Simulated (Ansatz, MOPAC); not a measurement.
System: NH2, net charge 0, doublet state. SMILES: [NH2]

Atoms: N1, H2, H3. Bonds: N1-H2, N1-H3.

Bond lengths (Å) and angles (degrees) optimised at PM6 with MOPAC; HF/3-21G with Ansatz (a first-principles code); PBE/6-31G* with Ansatz; B3LYP/LANL2DZ with Ansatz, each started from the B3LYP-D3(BJ)/def2-TZVP structure (Ansatz) of the last column. A row stands for all coordinates that are equal there. 6-31G* holds six Cartesian d functions. No wavenumbers were computed at PBE/6-31G*, B3LYP/LANL2DZ, so these may be saddle points.

```
coordinate    PM6  HF/3-21G  PBE/6-31G*  B3LYP/LANL2DZ  B3LYP-D3(BJ)/def2-TZVP
----------  -----  --------  ----------  -------------  ----------------------
N1-H2       1.003     1.026       1.044          1.045                   1.028
H2-N1-H3    107.6     106.0       101.2          106.4                   103.3
```

Mean signed difference of all 2 bond lengths from B3LYP-D3(BJ)/def2-TZVP: PM6 -0.026 Å, HF/3-21G -0.002 Å, PBE/6-31G* 0.016 Å, B3LYP/LANL2DZ 0.016 Å.
